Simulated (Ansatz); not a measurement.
# C₃H₅F₃: small, medium and large basis sets

One table from this session's results is given with a row withheld; the runs are named, their logs left out.

Computed with Ansatz 0.2.0, Gaussian basis. Level: one geometry, several basis sets.

The runs, in order: PBE0-D4/def2-SVP; ωB97M-V/def2-SVP; PBE0-D4/def2-QZVPP; ωB97M-V/def2-QZVPP; the functionals' def2-TZVPP values are taken from earlier runs.

## The relaxed structure

All runs share one geometry, relaxed beforehand with PBE0-D4 in a triple-zeta def2 set.

SMILES `FCC(F)CF`, 11 atoms, charge 0, spin multiplicity 1.

Atoms are counted from 1 here; the program's logs count them from 0.

Bond lengths: F1–C2 1.379 Å, C2–C3 1.506 Å, C2–H7 1.093 Å, C2–H8 1.095 Å, C3–F4 1.382 Å, C3–C5 1.506 Å, C3–H9 1.097 Å, C5–F6 1.377 Å, C5–H10 1.095 Å, C5–H11 1.092 Å. Angles: F1–C2–C3 111.1°, F1–C2–H7 108.3°, F1–C2–H8 108.2°, C3–C2–H7 109.7°, C3–C2–H8 110.0°, H7–C2–H8 109.5°, C2–C3–F4 109.7°, C2–C3–C5 112.7°, C2–C3–H9 108.4°, F4–C3–C5 109.2°, F4–C3–H9 107.3°, C5–C3–H9 109.3°, C3–C5–F6 109.9°, C3–C5–H10 110.1°, C3–C5–H11 110.2°, F6–C5–H10 108.4°, F6–C5–H11 108.7°, H10–C5–H11 109.5°.

The first run:

The input, in.yaml:

```yaml
crystal:
  periodic: [false, false, false]
  atoms:
    - {symbol: F, position_ang: [-0.589322, 1.408867, 1.227898]}
    - {symbol: C, position_ang: [0.589571, 0.912117, 0.711799]}
    - {symbol: C, position_ang: [0.382487, -0.449056, 0.102497]}
    - {symbol: F, position_ang: [0.217100, -1.387839, 1.102997]}
    - {symbol: C, position_ang: [-0.804446, -0.497448, -0.823546]}
    - {symbol: F, position_ang: [-0.789378, -1.669946, -1.544895]}
    - {symbol: H, position_ang: [1.318833, 0.845990, 1.523080]}
    - {symbol: H, position_ang: [0.951403, 1.611048, -0.049042]}
    - {symbol: H, position_ang: [1.288577, -0.720218, -0.453728]}
    - {symbol: H, position_ang: [-0.766773, 0.341030, -1.526253]}
    - {symbol: H, position_ang: [-1.732652, -0.451546, -0.250306]}
basis:
  gaussian: {orbitals: def2-SVP}
hamiltonian: {xc: pbe0, dispersion: d4}
output: {orbitals: {seedname: orbitals}}
```

Command:

```bash
ansatz run in.yaml --threads 4 --pin off --events-out ev --progress --plain --max-ram 10444MiB
```

Among the steps run: PBE0-D4 in def2-SVP; ωB97M-V in def2-SVP; PBE0-D4 in def2-QZVPP; ωB97M-V in def2-QZVPP.

One table of the session follows, with a row left open; its other results are not shown here.

It belongs to the step «Functionals by basis». 

```
functional       basis  HOMO (eV)  LUMO (eV)
   PBE0-D4    def2-SVP      -9.29       1.55
   PBE0-D4  def2-TZVPP      -9.49       1.05
   PBE0-D4  def2-QZVPP          ?          ?
   ωB97M-V    def2-SVP     -11.69       3.25
   ωB97M-V  def2-TZVPP     -11.90       2.53
   ωB97M-V  def2-QZVPP     -11.95       1.72
```

**Question.** Estimate the row for PBE0-D4, def2-QZVPP.

The run gave: HOMO (eV): -9.53; LUMO (eV): 0.55. In the column «HOMO (eV)» it lies between ωB97M-V, def2-SVP (-11.69) and PBE0-D4, def2-TZVPP (-9.49).
